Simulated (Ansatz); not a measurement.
**[NH$_{2}$···H···O], triplet: transfer scan**

Starting geometry:

```yaml
atoms:
  - { symbol: N, position_ang: [-1.2542, -0.0173, -0.0269] }
  - { symbol: H, position_ang: [-1.5515, 0.9506, -0.0269] }
  - { symbol: H, position_ang: [-1.5515, -0.4196, 0.8534] }
  - { symbol: H, position_ang: [-0.2418, -0.0173, -0.0269] }
  - { symbol: O, position_ang: [1.3088, -0.0173, -0.0269] }
```

From there H4 is moved from one fragment to the other while all else, the fragments' distance too, stays fixed, so the hump isn't the reaction's barrier; atoms are numbered as listed. Energies are in kcal/mol, counted from the starting geometry at the same level. Kohn–Sham curves are unrestricted where that lies lower.

Basis cc-pVDZ; Ansatz 0.2.0. Only valence electrons are correlated (noble-gas cores frozen). Prefix R: restricted or restricted open-shell reference; prefix U: unrestricted.

In so small a basis the reference is far from its limit while semilocal and hybrid functionals are nearer theirs (RPA and double hybrids share much of the reference's basis error), so the functionals' errors here hold much of the reference's basis and frozen-core error, which can add to them or hide them.

Full CI isn't at hand for all of this; UCCSDT(Q) serves as the reference, and is uncertain by about the last step of the cluster series.

| distance N1-H4 (Å) | UCCSDT(Q) | PBE0 | B3LYP | BHLYP | wB97M-V | B2PLYP |
| --- | --- | --- | --- | --- | --- | --- |
| 0.942 | 2.7 | 3.9 | 4.2 | 2.3 | 3.2 | 3.2 |
| 1.012 | 0.0 | 0.0 | 0.0 | 0.0 | 0.0 | 0.0 |
| 1.093 | 3.0 | 1.0 | 0.6 | 3.1 | 1.9 | 2.0 |
| 1.173 | 8.5 | 4.3 | 3.4 | 8.5 | 6.2 | 6.2 |
| 1.253 | 13.0 | 7.0 | 6.0 | 12.7 | 9.7 | 9.4 |
| 1.333 | 13.8 | 7.6 | 6.7 | 13.1 | 10.4 | 9.9 |
| 1.413 | 10.7 | 5.9 | 5.4 | 9.7 | 8.1 | 7.6 |
| 1.493 | 6.4 | 3.4 | 3.3 | 5.2 | 4.8 | 4.3 |
| 1.573 | 4.1 | 2.5 | 2.9 | 2.5 | 3.3 | 2.7 |

Problem. Judged by the spread of the error over the points with a reference (largest less smallest), which of these follows UCCSDT(Q) best and which worst?

Solution. Subtracting the UCCSDT(Q) column from each: best BHLYP (errors from -1.5 to 0.2, spread 1.7 kcal/mol), worst B3LYP (from -7.1 to 1.5, spread 8.6 kcal/mol). Functionals and wave-function methods converge differently with the basis, so part of this is basis effect.
